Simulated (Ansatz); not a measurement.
Geometry optimisation, RHF/def2-SVP (Ansatz).

input.yaml

```yaml
crystal:
  periodic: [false, false, false]
  atoms:
    - { symbol: Al, position_ang: [0.0, 0.0, 0.0] }
    - { symbol: H, position_ang: [0.0, 0.0, 1.91] }
    - { symbol: C, position_ang: [1.706, 0.0, -0.985] }
    - { symbol: H, position_ang: [2.0356, -1.0462, -1.1552] }
    - { symbol: H, position_ang: [1.5695, 0.508, -1.9624] }
    - { symbol: H, position_ang: [2.4756, 0.5381, -0.3932] }
    - { symbol: H, position_ang: [-1.351, 0.0, -0.78] }
    - { symbol: S, position_ang: [0.1147, 2.4267, 0.8072] }
    - { symbol: H, position_ang: [0.6673, 2.4659, 2.093] }
    - { symbol: H, position_ang: [0.0463, 0.9785, 1.9592] }
basis:
  gaussian: { orbitals: def2-SVP }
hamiltonian:
  xc: hf
relax:
  f_tol: 0.15
  max_steps: 25
  restrain:
    - { distance: [0, 7], at: 2.26, k: 30.0 }
    - { distance: [9, 1], at: 0.66, k: 30.0 }
    - { distance: [0, 1], at: 2.76, k: 30.0 }
    - { distance: [9, 7], at: 2.6, k: 30.0 }
```

Launched with:

```bash
$ ansatz run input.yaml --threads 1 --pin off --max-ram 2048MiB --backend cpu --events-out ev --progress --plain --runs-dir out
```

Problem. Where does it end, and by what steps?

Solution. The run converged. The restraints hold the end off the free minimum. After 9 steps the energy has fallen by 2.805 eV (the restraints' own energy left out); H9 moved furthest, 1.14 Å. Joined: H2–H10 (0.98 → 0.71 Å).

| step | energy less start (eV) | largest force component (eV/Å) | accepted |
| --- | --- | --- | --- |
| 0 | 0.0000 | 2.940 | yes |
| 1 | -0.8464 | 3.683 | yes |
| 2 | -1.4190 | 3.520 | yes |
| 3 | -2.0814 | 3.351 | yes |
| 4 | -2.4685 | 1.177 | yes |
| 5 | -2.6141 | 1.341 | yes |
| 6 | -2.6965 | 1.482 | yes |
| 7 | -2.7570 | 1.559 | yes |
| 8 | -2.7923 | 1.598 | yes |
| 9 | -2.8050 | 1.626 | yes |

```xyz
10
Properties=species:S:1:pos:R:3
Al -0.067 0.697 -0.302
H 0.132 -0.430 2.212
C 1.702 0.075 -0.872
H 1.751 -1.014 -0.944
H 1.919 0.467 -1.872
H 2.507 0.408 -0.212
H -1.424 0.020 -0.723
S -0.294 2.549 0.946
H 1.011 2.825 1.065
H 0.027 0.275 2.196
```

The run took 14 s on 1 thread of Arm Neoverse V2, with other jobs on the host, peak memory 0.15 GiB.
